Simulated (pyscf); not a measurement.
Structures and frequencies: ωB97X-D3(BJ)/def2-SVP in PySCF.

Question: For H₃C–Zn–CH₃ + HF → CH₄ + H₃C–Zn–F, a four-centre exchange (singlet surface; C–Zn, F–H broken, C–H, F–Zn formed), PBE/def2-TZVP gives ΔE‡ = 0.22 eV and ΔE = -1.19 eV (zero: the separated reactants). In which direction and how far do PBE0-D3(BJ)/def2-TZVP, M06-2X/def2-TZVP, ωB97M-D3(BJ)/def2-TZVP move these?

Answer: PBE0-D3(BJ): ΔE‡ = 0.26 eV, ΔE = -1.14 eV; M06-2X: ΔE‡ = 0.21 eV, ΔE = -1.22 eV; ωB97M-D3(BJ): ΔE‡ = 0.35 eV, ΔE = -1.19 eV. PBE's barrier lies among them. Its reaction energy lies among theirs. One saddle was located; it need not be the lowest between these sides. Elements up to Kr have no core potential and no relativistic terms here.
